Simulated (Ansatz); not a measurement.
**Nudged elastic band run: AlH3NO**

Input:

```yaml
crystal:
  periodic: [false, false, false]
  atoms:
    - { symbol: "N", position_ang: [-0.919969, 0.238679, -0.772401] }
    - { symbol: Al, position_ang: [0.639756, 0.570474, 0.005525] }
    - { symbol: O, position_ang: [1.172467, -0.596094, 1.137904] }
    - { symbol: H, position_ang: [-1.484186, -0.577222, -0.582512] }
    - { symbol: H, position_ang: [-1.361542, 0.82927, -1.458403] }
    - { symbol: H, position_ang: [1.995474, -0.529207, 1.623687] }
magnetization:
  spin_polarized: true
  initial_magnetization: 1
basis:
  gaussian: { orbitals: def2-TZVP }
hamiltonian:
  xc: b3lyp
  dispersion: d4
neb:
  order_check: false
  images: 9
  f_tol: 0.05
  max_iterations: 60
  spring: { min: 2.0, max: 10.0 }
  final_atoms:
    - { symbol: "N", position_ang: [-0.99163218, 0.08267551, -0.71386191] }
    - { symbol: Al, position_ang: [0.04110068, -0.71399521, 0.48867775] }
    - { symbol: O, position_ang: [1.49262296, 0.10315193, 0.87797017] }
    - { symbol: H, position_ang: [-1.87548819, -0.26646525, -1.04693588] }
    - { symbol: H, position_ang: [-0.76007587, 0.95983006, -1.15758397] }
    - { symbol: H, position_ang: [2.13547259, -0.22929704, 1.50553383] }
  initial_path:
    images:
      - { positions_ang: [[-0.919969, 0.238679, -0.772401], [0.639756, 0.570474, 0.005525], [1.172467, -0.596094, 1.137904], [-1.484186, -0.577222, -0.582512], [-1.361542, 0.82927, -1.458403], [1.995474, -0.529207, 1.623687]] }
      - { positions_ang: [[-0.93248533, 0.22350211, -0.77228624], [0.66549546, 0.38822888, -0.08634927], [1.19504389, -0.61321827, 1.15980764], [-1.49537775, -0.59130498, -0.66616189], [-1.31674923, 0.91144013, -1.2995538], [1.92607296, -0.38274786, 1.61834356]] }
      - { positions_ang: [[-0.94500167, 0.20832523, -0.77217147], [0.69123493, 0.20598376, -0.17822355], [1.21762078, -0.63034255, 1.18171129], [-1.5065695, -0.60538797, -0.74981178], [-1.27195647, 0.99361026, -1.1407046], [1.85667192, -0.23628872, 1.61300011]] }
      - { positions_ang: [[-0.957518, 0.19314834, -0.77205671], [0.71697439, 0.02373863, -0.27009782], [1.24019767, -0.64746682, 1.20361493], [-1.51776125, -0.61947095, -0.83346167], [-1.2271637, 1.07578039, -0.9818554], [1.78727089, -0.08982959, 1.60765667]] }
      - { positions_ang: [[-0.97003434, 0.17797146, -0.77194195], [0.74271385, -0.15850649, -0.36197209], [1.26277457, -0.6645911, 1.22551857], [-1.52895299, -0.63355394, -0.91711156], [-1.18237093, 1.15795052, -0.82300619], [1.71786985, 0.05662955, 1.60231322]] }
      - { positions_ang: [[-0.98255067, 0.16279457, -0.77182718], [0.76845332, -0.34075161, -0.45384637], [1.28535146, -0.68171537, 1.24742222], [-1.54014474, -0.64763692, -1.00076145], [-1.13757817, 1.24012065, -0.66415699], [1.64846881, 0.20308869, 1.59696978]] }
      - { positions_ang: [[-0.98436697, 0.14677076, -0.76023413], [0.62298279, -0.41540033, -0.26534154], [1.32680576, -0.52474191, 1.17353181], [-1.60721343, -0.57140259, -1.00999634], [-1.06207771, 1.18406253, -0.76284239], [1.74586957, 0.11661154, 1.57868259]] }
      - { positions_ang: [[-0.98618327, 0.13074694, -0.74864107], [0.47751226, -0.49004905, -0.07683672], [1.36826006, -0.36776845, 1.0996414], [-1.67428212, -0.49516825, -1.01923122], [-0.98657725, 1.12800441, -0.86152778], [1.84327032, 0.0301344, 1.5603954]] }
      - { positions_ang: [[-0.98799958, 0.11472313, -0.73704802], [0.33204174, -0.56469777, 0.11166811], [1.40971436, -0.21079499, 1.02575099], [-1.74135081, -0.41893392, -1.02846611], [-0.91107679, 1.07194629, -0.96021318], [1.94067108, -0.05634275, 1.54210821]] }
      - { positions_ang: [[-0.98981588, 0.09869932, -0.72545496], [0.18657121, -0.63934649, 0.30017293], [1.45116866, -0.05382153, 0.95186058], [-1.8084195, -0.34269958, -1.03770099], [-0.83557633, 1.01588818, -1.05889857], [2.03807184, -0.14281989, 1.52382102]] }
      - { positions_ang: [[-0.99163218, 0.08267551, -0.71386191], [0.04110068, -0.71399521, 0.48867775], [1.49262296, 0.10315193, 0.87797017], [-1.87548819, -0.26646525, -1.04693588], [-0.76007587, 0.95983006, -1.15758397], [2.13547259, -0.22929704, 1.50553383]] }
```

Run as:

```bash
$ ansatz run input.yaml --threads 2 --pin off --max-ram 3072MiB --backend cpu --events-out ev --progress --plain --runs-dir out
```

Output, in part (warnings, iteration lines, the closing report on the highest movable image, with atoms numbered from 0):

```
NEB end point (image 0): max|allowed force component| = 3.272e-3 eV/Å (the criterion of neb.relax_end_points is 1.000e-2)
NEB end point (image 10): max|allowed force component| = 1.168e-2 eV/Å (the criterion of neb.relax_end_points is 1.000e-2)
NEB iter   1: max|band force component| = 1.475e1 eV/Å  barrier→ = 3.2446 eV  barrier← = 3.2445 eV  Δτ_max = 0.1980 Å  (317 SCF iters)
NEB iter   2: max|band force component| = 3.705e0 eV/Å  barrier→ = 0.7462 eV  barrier← = 0.7461 eV  Δτ_max = 0.2000 Å  (314 SCF iters)
NEB iter   3: max|band force component| = 1.940e0 eV/Å  barrier→ = 0.4611 eV  barrier← = 0.4610 eV  Δτ_max = 0.1920 Å  (303 SCF iters)
NEB iter   4: max|band force component| = 7.407e-1 eV/Å  barrier→ = 0.3761 eV  barrier← = 0.3761 eV  Δτ_max = 0.1911 Å  (313 SCF iters)
NEB iter   5: max|band force component| = 9.246e-1 eV/Å  barrier→ = 0.2832 eV  barrier← = 0.2831 eV  Δτ_max = 0.0985 Å  (311 SCF iters)
NEB iter   6: max|band force component| = 5.958e-1 eV/Å  barrier→ = 0.2525 eV  barrier← = 0.2525 eV  Δτ_max = 0.1014 Å  (288 SCF iters)
NEB iter   7: max|band force component| = 1.395e0 eV/Å  barrier→ = 0.2399 eV  barrier← = 0.2398 eV  Δτ_max = 0.0499 Å  (295 SCF iters)
NEB iter   8: max|band force component| = 3.039e-1 eV/Å  barrier→ = 0.2351 eV  barrier← = 0.2350 eV  CI = image 4  Δτ_max = 0.0994 Å  (290 SCF iters)
NEB iter   9: max|band force component| = 3.301e-1 eV/Å  barrier→ = 0.2408 eV  barrier← = 0.2408 eV  CI = image 4  Δτ_max = 0.1896 Å  (288 SCF iters)
NEB iter  10: max|band force component| = 1.010e0 eV/Å  barrier→ = 0.2408 eV  barrier← = 0.2408 eV  CI = image 4  Δτ_max = 0.0966 Å  (305 SCF iters)
NEB iter  11: max|band force component| = 9.193e-1 eV/Å  barrier→ = 0.2407 eV  barrier← = 0.2407 eV  CI = image 4  Δτ_max = 0.0469 Å  (291 SCF iters)
NEB iter  12: max|band force component| = 9.004e-1 eV/Å  barrier→ = 0.2407 eV  barrier← = 0.2407 eV  CI = image 4  Δτ_max = 0.2000 Å  (255 SCF iters)
NEB iter  13: max|band force component| = 7.639e-1 eV/Å  barrier→ = 0.2407 eV  barrier← = 0.2407 eV  CI = image 4  Δτ_max = 0.1961 Å  (256 SCF iters)
NEB iter  14: max|band force component| = 5.259e-1 eV/Å  barrier→ = 0.2407 eV  barrier← = 0.2407 eV  CI = image 4  Δτ_max = 0.1920 Å  (250 SCF iters)
NEB iter  15: max|band force component| = 1.569e-1 eV/Å  barrier→ = 0.2407 eV  barrier← = 0.2407 eV  CI = image 4  Δτ_max = 0.0603 Å  (245 SCF iters)
NEB iter  16: max|band force component| = 4.298e-1 eV/Å  barrier→ = 0.2407 eV  barrier← = 0.2407 eV  CI = image 4  Δτ_max = 0.0309 Å  (223 SCF iters)
NEB iter  17: max|band force component| = 1.196e-1 eV/Å  barrier→ = 0.2407 eV  barrier← = 0.2407 eV  CI = image 4  Δτ_max = 0.0218 Å  (220 SCF iters)
NEB iter  18: max|band force component| = 1.489e-2 eV/Å  barrier→ = 0.2407 eV  barrier← = 0.2407 eV  CI = image 4  Δτ_max = 0.0000 Å  (481 SCF iters)
Total energy: -10186.60087430 eV, -374.3506774044 hartree
Atom 0 at    -1.029391     0.143096    -0.655810 Å, force     0.000020    -0.000011    -0.000011 eV/Å
Atom 1 at     0.721179    -0.011673    -0.265016 Å, force    -0.000020     0.000004     0.000003 eV/Å
Atom 2 at     1.177201    -0.279415     1.362014 Å, force     0.000005     0.000001    -0.000008 eV/Å
Atom 3 at    -1.507342    -0.583673    -1.172678 Å, force    -0.000004     0.000008     0.000008 eV/Å
Atom 4 at    -1.418088     1.035757    -0.931226 Å, force     0.000002    -0.000002     0.000004 eV/Å
Atom 5 at     2.098441    -0.368193     1.616515 Å, force    -0.000003    -0.000000     0.000004 eV/Å
Dipole moment:     0.118556     0.038322    -0.300922 e Å
```

The run converged. Another band between the same ends (9 images) ends at a top of the same energy, where a vibrational analysis finds 1 clearly imaginary mode.

Final band (atoms are numbered from 1 in the order of the input):

| image | path coordinate (Å) | energy (kcal/mol) | height of N1 over the plane of its neighbours (Å) |
| --- | --- | --- | --- |
| 0 | 0.00 | 0.0 | 0.00 |
| 1 | 0.46 | 1.8 | -0.08 |
| 2 | 0.73 | 3.8 | -0.16 |
| 3 | 0.96 | 5.1 | -0.21 |
| 4 | 1.17 | 5.6 | -0.23 |
| 5 | 1.30 | 5.4 | -0.22 |
| 6 | 1.43 | 4.9 | -0.20 |
| 7 | 1.58 | 4.0 | -0.16 |
| 8 | 1.75 | 2.7 | -0.12 |
| 9 | 1.97 | 1.1 | -0.05 |
| 10 | 2.34 | 0.0 | 0.00 |

Run time: 2.1 min on 2 threads of AMD EPYC 9R45 96-Core Processor (Zen 5), on a shared host, peak memory 0.25 GiB.
